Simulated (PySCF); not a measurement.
Several molecules and their computed UV-vis stick spectra, shuffled. Computed with TDDFT CAM-B3LYP/aug-cc-pVTZ, vertical, gas phase, core orbitals frozen in the response in PySCF. Geometries: PBE0-D3(BJ)/def2-TZVP; one conformer of each isolated species. Triplets are in the Tamm–Dancoff approximation.

A. `C/C=N\[H]` (ethanimine)
B. `CN=C` (N-methylmethanimine)
C. `N1CC1` (aziridine)

Lowest singlet levels (six at most, fewer where fewer were computed) with oscillator strengths:

1. 201 nm (f 0.002); 181 nm (f 0.020); 177 nm (f 0.004); 175 nm (f 0.058); 155 nm (f 0.000); 152 nm (f 0.007); T1 6.00 eV
2. 249 nm (f 0.001); 186 nm (f 0.015); 171 nm (f 0.016); 169 nm (f 0.098); 163 nm (f 0.011); 160 nm (f 0.213); T1 4.16 eV
3. 227 nm (f 0.003); 184 nm (f 0.031); 171 nm (f 0.041); 162 nm (f 0.007); 159 nm (f 0.001); 156 nm (f 0.008); T1 4.65 eV

Question: Match each spectrum to its molecule.

Answer: 1 = C, 2 = B, 3 = A.
- A: S1 at 5.45 eV, HOMO→LUMO+4 (84%), HOMO→LUMO+2 (10%); Löwdin shares by element: HOMO nitrogen 59%, carbon 25%, hydrogen 8% or more; LUMO hydrogen 84% or more (atoms not listed hold the other 16%); HOMO -9.07 and LUMO 0.20 eV; point group Cs.
- B: S1 at 4.97 eV, HOMO→LUMO+1 (77%), HOMO→LUMO+4 (15%); Löwdin shares by element: HOMO nitrogen 56%, carbon 29%, hydrogen 5% or more; LUMO hydrogen 78% or more (atoms not listed hold the other 22%); HOMO -8.84 and LUMO 0.30 eV; point group Cs.
- C: S1 at 6.16 eV, HOMO→LUMO (71%), HOMO→LUMO+1 (10%); Löwdin shares by element: HOMO nitrogen 53%, carbon 31%, hydrogen 7% or more; LUMO hydrogen 81% or more (atoms not listed hold the other 19%); HOMO -8.69 and LUMO 0.26 eV; point group Cs, 1 of its 6 listed states under f = 0.0005.
